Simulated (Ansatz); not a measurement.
**Reading a saddle point**

A first-order saddle point of CH7FSi, singlet, PBE0-D4/def2-TZVP, with one imaginary mode of 988i cm⁻¹:

| atom | x (Å) | y (Å) | z (Å) |
| --- | --- | --- | --- |
| Si1 | -0.2411 | -0.7908 | -0.6176 |
| C2 | -0.0583 | 0.9135 | 0.6327 |
| H3 | -0.2993 | -2.1231 | 0.0222 |
| H4 | 0.1919 | -0.6721 | -2.0269 |
| H5 | -1.6909 | -0.4100 | -0.6954 |
| H6 | 0.9671 | 0.1444 | 0.3343 |
| F7 | 1.6497 | -0.7471 | -0.1332 |
| H8 | -0.4609 | 1.6413 | -0.0695 |
| H9 | -0.8061 | 0.6235 | 1.3685 |
| H10 | 0.7480 | 1.4205 | 1.1851 |

Computed with Ansatz 0.2.0 (basis: def2-TZVPP and def2-QZVPP); correlated methods freeze the cores. Extrapolation: Hartree–Fock as exp(−7.88 √X), correlation as X^−2.97.

Q: Which contacts change along the imaginary mode, and what lies on either side? (A judgement: the text doesn't fix the answer.)

A: Computed: The step is CH₆Si ([CH3][SiH3]) + HF → SiH₃F ([F][SiH3]) + CH₄, with the molecules in contact on both sides. Shortening one way: Si1–F7, C2–H6; lengthening the same way: Si1–C2, H6–F7.
| pair | one side (Å) | saddle (Å) | other side (Å) |
| --- | --- | --- | --- |
| Si1–F7 | 3.50 | 1.95 | 1.60 |
| C2–H6 | 3.07 | 1.32 | 1.09 |
| Si1–C2 | 1.86 | 2.12 | 4.15 |
| H6–F7 | 0.93 | 1.22 | 2.70 |

Q: Which side is lower, and how far does the saddle lie above each? (Judge from chemistry; the value comes from the calculation.)

A: By the calculation: The side with Si1–F7, C2–H6 short is lower by 1.315 eV; the saddle lies 3.091 eV above it and 1.776 eV above the other (CCSD(T) at an estimated basis limit (MP2 extrapolated from triple and quadruple zeta, plus CCSD(T) − MP2 in triple zeta); electronic energies).

No T1 diagnostic of these runs exceeds 0.012. The end structure is not quite a true minimum (one mode of 28i cm⁻¹).

Labels in which every atom is bracketed show which atoms are joined, not bond orders.

For scale, one of the runs: CCSD(T)/def2-TZVPP, 202 basis functions (an equivalent command: `ansatz run in.yaml --threads 2`). Time: 64 s of wall clock on 2 CPU threads; the host was shared. Peak host memory: 2.5 GiB.
